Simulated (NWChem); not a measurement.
**Ionisation of carbon tetrachloride (CCl₄)**

```
C
Cl 1 1.7875
Cl 1 1.7875 2 109.47
Cl 1 1.7875 2 109.47 3 120.00
Cl 1 1.7875 2 109.47 4 120.00
```
Charge 0, spin multiplicity 1.

Everything below was run with NWChem. All single points use one geometry, from B3LYP/def2-SVP, a minimum by its harmonic frequencies.

Basis set: def2-TZVP. −ε marks an orbital energy of the parent.

The correlated methods keep 21 core orbitals frozen. B3LYP has NWChem's definition, with VWN1-RPA local correlation.

**Question.** One of these methods gave a first vertical ionisation energy of 7.47 eV. Which?
A. −ε(HOMO) of PBE
B. G0W0@BHandHLYP
C. −ε(HOMO) of BLYP
D. −ε(HOMO) of LC-wPBE (omega 0.3 per bohr)

**Answer.** C, −ε(HOMO) of BLYP. The others give 11.47 (G0W0@BHandHLYP), 11.30 (−ε(HOMO) of LC-wPBE (omega 0.3 per bohr)), 7.64 (−ε(HOMO) of PBE).
